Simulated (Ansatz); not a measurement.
Structure relaxation of As2F3

These are results of DFT PBE, scalar-relativistic, plane waves, PAW in Ansatz, not measurements. Cutoff 420 eV, Γ-centred k mesh, Gaussian smearing, no spin polarisation in the final step.

As2F3 was placed on the A-type sesquioxide structure type (P-3m1, No. 164), with As in place of La, F in place of O, at a guessed volume.

```
As F
1.0
     3.76310    0.00000    0.00000
    -1.88155    3.25894    0.00000
     0.00000    0.00000    5.85477
As F
2 3
Direct
  0.33333 0.66667 0.24500
  0.66667 0.33333 0.75500
  0.00000 0.00000 0.00000
  0.33333 0.66667 0.64500
  0.66667 0.33333 0.35500
```

Cell and atoms relax at zero pressure; the relaxation can't lower the symmetry of the start. After a coarse first stage the cell is made exact in the group found at 0.06 Å.

Formation energies are uncorrected and refer to the elements' standard structures at the same level (F₂ as a molecule).

Question: Which crystal results?

Answer: It keeps P-3m1 (No. 164). The result has the A-type sesquioxide structure. Conventional cell: a = 3.803 Å, c = 6.622 Å. As is coordinated by 6 F at 2.35–2.46 Å; around F on Wyckoff site a (1 atom of the primitive cell) lie 6 As at 2.46 Å and 6 F at 2.93 Å; around F on Wyckoff site d (2 atoms of the primitive cell) lie 3 As at 2.35 Å.

```xyz
5
Lattice="3.8031 0.0000 0.0000 -1.9016 3.2936 0.0000 0.0000 0.0000 6.6218" Properties=species:S:1:pos:R:3 pbc="T T T"
As    0.0000    2.1957    1.1091
As    1.9016    1.0979    5.5128
F     0.0000    0.0000    0.0000
F     0.0000    2.1957    4.6820
F     1.9016    1.0979    1.9398
```

Question: What are its volume, energy, density and gap?

Answer: The volume per atom is 16.6 Å³, the density is 4.1 g/cm³ and the energy over the elements is -0.75 eV/atom. The gap on the 12×12×6 mesh is 0 eV (a metal).

The final run used a 12×12×6 mesh on its 5-atom cell and 0.10 eV smearing. For metals, differences of a few meV/atom aren't resolved. No dispersion correction is applied, so the spacing between layers, chains or molecules is poorly fixed, and with it the volume and density. A structure relaxed within its symmetry needn't be a true minimum.

Cost: 3 runs of about 3.9 core-minutes in all, on Arm Neoverse V1 (shared hosts).